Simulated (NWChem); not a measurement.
Program: NWChem. System: fluoromethane (CH₃F), charge 0, spin multiplicity 1, at a geometry optimised with PBE0/def2-SVP. Level: RI-MP2/cc-pVDZ, 2 core orbitals frozen.

Job file:

```
start mol
memory heap 200 mb stack 800 mb global 1000 mb
geometry units angstroms nocenter noautoz
  C      0.608765    -0.110645     0.000000
  F     -0.732677     0.133165     0.000000
  H      0.887874    -0.687855     0.897208
  H      0.887874    -0.687855    -0.897208
  H      1.165754     0.841092     0.000000
  symmetry group Cs
end
basis spherical
  * library cc-pvdz
end
basis "ri-mp2 basis" spherical
  * library cc-pvdz-ri
end
scf
  rhf
  nopen 0
  maxiter 100
  thresh 1e-7
  semidirect memsize 60000000 filesize 0
end
mp2
  freeze core 2
end
task rimp2 energy
```

Output (cleaned and shortened):

```
             Northwest Computational Chemistry Package (NWChem) 7.3.0
             --------------------------------------------------------

                                NWChem Input Module
                                -------------------

 Scaling coordinates for geometry "geometry" by  1.889725989
 (inverse scale =  0.529177249)

 Turning off AUTOSYM since
 SYMMETRY directive was detected!

                             Geometry "geometry" -> ""
                             -------------------------

 Output coordinates in angstroms (scale by  1.889725989 to convert to a.u.)

  No.       Tag          Charge          X              Y              Z
 ---- ---------------- ---------- -------------- -------------- --------------
    1 C                    6.0000     0.60876500    -0.11064500     0.00000000
    2 F                    9.0000    -0.73267700     0.13316500     0.00000000
    3 H                    1.0000     0.88787400    -0.68785500     0.89720800
    4 H                    1.0000     0.88787400    -0.68785500    -0.89720800
    5 H                    1.0000     1.16575400     0.84109200     0.00000000

 Effective nuclear repulsion energy (a.u.)      37.5329147306

            Nuclear Dipole moment (a.u.)
            ----------------------------
        X                 Y               Z
 ---------------- ---------------- ----------------
    -0.0000018897    -0.0000056692     0.0000000000

      Symmetry information
      --------------------

 Group name             Cs
 Group number              2
 Group order               2
 No. of unique centers     4

      Symmetry unique atoms

     1    2    3    5


 Summary of "ao basis" -> "" (spherical)
 ------------------------------------------------------------------------------
       Tag                 Description            Shells   Functions and Types
 ---------------- ------------------------------  ------  ---------------------
 *                          cc-pvdz                   on all atoms

 Summary of "ri-mp2 basis" -> "" (spherical)
 ------------------------------------------------------------------------------
       Tag                 Description            Shells   Functions and Types
 ---------------- ------------------------------  ------  ---------------------
 *                         cc-pvdz-ri                 on all atoms

 Summary of "ao basis" -> "ao basis" (spherical)
 ------------------------------------------------------------------------------
       Tag                 Description            Shells   Functions and Types
 ---------------- ------------------------------  ------  ---------------------
 C                          cc-pvdz                  6       14   3s2p1d
 F                          cc-pvdz                  6       14   3s2p1d
 H                          cc-pvdz                  3        5   2s1p

                                 NWChem SCF Module
                                 -----------------

  ao basis        = "ao basis"
  functions       =    43
  atoms           =     5
  closed shells   =     9
  open shells     =     0
  charge          =   0.00
  wavefunction    = RHF
  use symmetry    = T
  symmetry adapt  = T

 Summary of "ao basis" -> "ao basis" (spherical)
 ------------------------------------------------------------------------------
       Tag                 Description            Shells   Functions and Types
 ---------------- ------------------------------  ------  ---------------------
 C                          cc-pvdz                  6       14   3s2p1d
 F                          cc-pvdz                  6       14   3s2p1d
 H                          cc-pvdz                  3        5   2s1p

      Symmetry analysis of basis
      --------------------------

        a'         29
        a"         14

 Forming initial guess at       0.0s

      Superposition of Atomic Density Guess
      -------------------------------------

 Sum of atomic energies:        -138.54784930

      Non-variational initial energy
      ------------------------------

 Total energy =    -139.203266
 1-e energy   =    -265.206930
 2-e energy   =      88.470749
 HOMO         =      -0.430966
 LUMO         =       0.130507

      Symmetry analysis of molecular orbitals - initial
      -------------------------------------------------

  Numbering of irreducible representations:

     1 a'          2 a"

  Orbital symmetries:

     1 a'          2 a'          3 a'          4 a'          5 a'
     6 a"          7 a'          8 a"          9 a'         10 a'
    11 a'         12 a"         13 a'         14 a'         15 a"
    16 a'         17 a'         18 a"         19 a'

 Starting SCF solution at       0.2s

 ----------------------------------------------
         Quadratically convergent ROHF

 Convergence threshold     :          1.000E-07
 Maximum no. of iterations :          100
 Final Fock-matrix accuracy:          1.000E-09
 ----------------------------------------------

              iter       energy          gnorm     gmax       time
             ----- ------------------- --------- --------- --------
                 1     -139.0158803182  7.05D-01  2.66D-01      0.2
                 2     -139.0415688842  2.14D-01  9.62D-02      0.2
                 3     -139.0446592011  1.02D-02  3.51D-03      0.2
                 4     -139.0446691168  6.53D-05  2.16D-05      0.3
                 5     -139.0446691171  5.56D-09  1.75D-09      0.3

       Final RHF  results
       ------------------

         Total SCF energy =   -139.044669117104
      One-electron energy =   -266.717727456639
      Two-electron energy =     90.140143608985
 Nuclear repulsion energy =     37.532914730551

        Time for solution =      0.1s

       Symmetry analysis of molecular orbitals - final
       -----------------------------------------------

  Numbering of irreducible representations:

     1 a'          2 a"

  Orbital symmetries:

     1 a'          2 a'          3 a'          4 a'          5 a'
     6 a"          7 a'          8 a"          9 a'         10 a'
    11 a"         12 a'         13 a'         14 a'         15 a"
    16 a'         17 a"         18 a'         19 a'

             Final eigenvalues
             -----------------

              1
    1  -26.2742
    2  -11.3130
    3   -1.5905
    4   -0.9481
    5   -0.6910
    6   -0.6910
    7   -0.6735
    8   -0.5188
    9   -0.5188
   10    0.1878
   11    0.2573
   12    0.2573
   13    0.3012
   14    0.6164
   15    0.6164
   16    0.7372
   17    0.8360
   18    0.8360
   19    0.8544

                       ROHF Final Molecular Orbital Analysis
                       -------------------------------------

 Vector    7  Occ=2.000000D+00  E=-6.734919D-01  Symmetry=a'
              MO Center= -1.7D-01,  3.1D-02,  4.2D-16, r^2= 1.3D+00
   Bfn.  Coefficient  Atom+Function         Bfn.  Coefficient  Atom+Function
  ----- ------------  ---------------      ----- ------------  ---------------
    18      0.501402  2 F  px                 4     -0.334365  1 C  px
    21      0.335787  2 F  px

 Vector    8  Occ=2.000000D+00  E=-5.187813D-01  Symmetry=a"
              MO Center=  2.9D-01, -2.5D-01,  7.5D-12, r^2= 1.6D+00
   Bfn.  Coefficient  Atom+Function         Bfn.  Coefficient  Atom+Function
  ----- ------------  ---------------      ----- ------------  ---------------
    20      0.415342  2 F  pz                 6     -0.355120  1 C  pz
    23      0.318674  2 F  pz                29     -0.290319  3 H  s
    34      0.290319  4 H  s

 Vector    9  Occ=2.000000D+00  E=-5.187809D-01  Symmetry=a'
              MO Center=  3.6D-01,  1.3D-01, -7.6D-12, r^2= 1.6D+00
   Bfn.  Coefficient  Atom+Function         Bfn.  Coefficient  Atom+Function
  ----- ------------  ---------------      ----- ------------  ---------------
    19      0.408647  2 F  py                 5     -0.349398  1 C  py
    39     -0.335231  5 H  s                 22      0.313538  2 F  py
    29      0.167616  3 H  s                 34      0.167616  4 H  s
    40     -0.160521  5 H  s

 Vector   10  Occ=0.000000D+00  E= 1.878350D-01  Symmetry=a'
              MO Center=  1.1D+00, -2.0D-01,  1.0D-16, r^2= 4.4D+00
   Bfn.  Coefficient  Atom+Function         Bfn.  Coefficient  Atom+Function
  ----- ------------  ---------------      ----- ------------  ---------------
     3      2.162630  1 C  s                 30     -1.043758  3 H  s
    35     -1.043758  4 H  s                 40     -1.043754  5 H  s
     7      0.461737  1 C  px

 Vector   11  Occ=0.000000D+00  E= 2.572984D-01  Symmetry=a"
              MO Center=  9.9D-01, -9.0D-01,  1.6D-13, r^2= 3.9D+00
   Bfn.  Coefficient  Atom+Function         Bfn.  Coefficient  Atom+Function
  ----- ------------  ---------------      ----- ------------  ---------------
    30      1.811656  3 H  s                 35     -1.811656  4 H  s
     9     -1.351421  1 C  pz                 6     -0.339876  1 C  pz

 Vector   12  Occ=0.000000D+00  E= 2.572991D-01  Symmetry=a'
              MO Center=  1.2D+00,  4.9D-01,  1.8D-13, r^2= 3.9D+00
   Bfn.  Coefficient  Atom+Function         Bfn.  Coefficient  Atom+Function
  ----- ------------  ---------------      ----- ------------  ---------------
    40      2.091941  5 H  s                  8     -1.329635  1 C  py
    30     -1.045956  3 H  s                 35     -1.045956  4 H  s
     5     -0.334397  1 C  py                 7     -0.241668  1 C  px

 center of mass
 --------------
 x =  -0.20273673 y =   0.03684710 z =   0.00000000

 moments of inertia (a.u.)
 ------------------
          13.427549405772          10.118837759075           0.000000000000
          10.118837759075          67.262236021141           0.000000000000
           0.000000000000           0.000000000000          69.101236338155

  Mulliken analysis of the total density
  --------------------------------------

    Atom       Charge   Shell Charges
 -----------   ------   -------------------------------------------------------
    1 C    6     5.75   2.00  0.66  0.38  1.92  0.68  0.12
    2 F    9     9.34   2.00  0.89  1.02  3.33  2.09  0.01
    3 H    1     0.97   0.76  0.18  0.03
    4 H    1     0.97   0.76  0.18  0.03
    5 H    1     0.97   0.76  0.18  0.03

       Multipole analysis of the density wrt the origin
       ------------------------------------------------

     L   x y z        total         open         nuclear
     -   - - -        -----         ----         -------
     0   0 0 0     -0.000000      0.000000     18.000000

     1   1 0 0      0.773249      0.000000     -0.000002
     1   0 1 0     -0.140537      0.000000     -0.000006
     1   0 0 1      0.000000      0.000000      0.000000

     2   2 0 0     -9.109558      0.000000     35.676833
     2   1 1 0      0.073745      0.000000     -5.439424
     2   1 0 1     -0.000000      0.000000      0.000000
     2   0 2 0     -8.717222      0.000000      6.737795
     2   0 1 1     -0.000000      0.000000      0.000000
     2   0 0 2     -8.703792      0.000000      5.749286

                               NWChem RI-MP2 Module
                               --------------------

 Summary of "ri-mp2 basis" -> "ri-mp2 basis" (spherical)
 ------------------------------------------------------------------------------
       Tag                 Description            Shells   Functions and Types
 ---------------- ------------------------------  ------  ---------------------
 C                         cc-pvdz-ri               18       56   7s5p4d2f
 F                         cc-pvdz-ri               18       56   7s5p4d2f
 H                         cc-pvdz-ri                6       14   3s2p1d

 SCF Reference Information:
            File: './mol.movecs'
           Title: ''
    Size (AOxMO):     43 x     43
       Total Occ:              18.00
 RI-MP2 Calculation Information:
          Nr. of AO basis functions:         43
     Nr. of fitting basis functions:        154
               Nr. of MO spin cases:          1
        Nr. of MOs to be correlated:         41
     Nr. of occupied MOs correlated:          7
      Nr. of virtual MOs correlated:         34

          RI integral approximation: 'V'
    Threshold for Schwarz screening:  1.000E-09
 Smallest eigenvalue retained in fit  1.000E-08
    Type of storage for MO integrals 'EAF library'

 Transformation block size    7, requiring     1 integral passes.
 XForm_3cInts: Completed     1:    7 pass.
 Energy evaluation using block sizes     7    7
 RIMP2_V_E2: Approx. ints. done (    1:    7,    1:    7)
 RIMP2_V_E2: Copy to B done (    1:    7,    1:    7)
 RIMP2_V_E2: Denominators done (    1:    7,    1:    7)
 RIMP2_V_E2: Completed block (    1:    7,    1:    7)

          -------------------------------------------
          SCF energy                -139.044669117104
          Correlation energy          -0.334137180054
          Total MP2 energy          -139.378806297157
          -------------------------------------------

 -----------------------
 Performance information
 -----------------------

 Timer overhead =  2.32D-07 seconds/call

               Nr. of calls         CPU time (s)                 Wall time (s)                GFlops
             ---------------    -------------------     ------------------------------   -------------------
Name         Min   Avg   Max    Min     Avg     Max     Min     Avg     Max   Mx/calls   Min     Max     Sum
Overall       1     1     1   0.43    0.43    0.43     0.43    0.43    0.43    0.43      0.0     0.0     0.0
3c integr     1     1     1   9.51E-2 9.51E-2 9.51E-2  9.51E-2 9.51E-2 9.51E-2 9.51E-2   0.0     0.0     0.0
Energy        1     1     1   1.16E-2 1.16E-2 1.16E-2  1.16E-2 1.16E-2 1.16E-2 1.16E-2   0.0     0.0     0.0
3c integr     1     1     1   9.23E-2 9.23E-2 9.23E-2  9.23E-2 9.23E-2 9.23E-2 9.23E-2   0.0     0.0     0.0
First 2/3     3     3     3   8.74E-4 8.74E-4 8.74E-4  8.75E-4 8.75E-4 8.75E-4 2.92E-4   0.0     0.0     0.0
Final 1/3     1     1     1   1.10E-3 1.10E-3 1.10E-3  1.11E-3 1.11E-3 1.11E-3 1.11E-3   0.0     0.0     0.0
Write 3c      1     1     1   2.35E-4 2.35E-4 2.35E-4  2.35E-4 2.35E-4 2.35E-4 2.35E-4   0.0     0.0     0.0
Read 3c i     1     1     1   2.46E-4 2.46E-4 2.46E-4  2.46E-4 2.46E-4 2.46E-4 2.46E-4   0.0     0.0     0.0
Fitting b     1     1     1   2.07E-2 2.07E-2 2.07E-2  2.07E-2 2.07E-2 2.07E-2 2.07E-2   0.0     0.0     0.0
Schwarz i     1     1     1   3.40E-3 3.40E-3 3.40E-3  3.40E-3 3.40E-3 3.40E-3 3.40E-3   0.0     0.0     0.0
Form 4ci      1     1     1   1.39E-3 1.39E-3 1.39E-3  1.39E-3 1.39E-3 1.39E-3 1.39E-3   0.0     0.0     0.0
Form A &      1     1     1   9.23E-3 9.23E-3 9.23E-3  9.23E-3 9.23E-3 9.23E-3 9.23E-3   0.0     0.0     0.0
Denominat     1     1     1   4.38E-5 4.38E-5 4.38E-5  4.38E-5 4.38E-5 4.38E-5 4.38E-5   0.0     0.0     0.0
Pair Ener     1     1     1   2.53E-4 2.53E-4 2.53E-4  2.53E-4 2.53E-4 2.53E-4 2.53E-4   0.0     0.0     0.0

 The average no. of pstat calls per process was 1.60D+01
 with a timing overhead of 3.71D-06s

 Task  times  cpu:        0.4s     wall:        0.4s

 Total times  cpu:        0.5s     wall:        0.5s
```
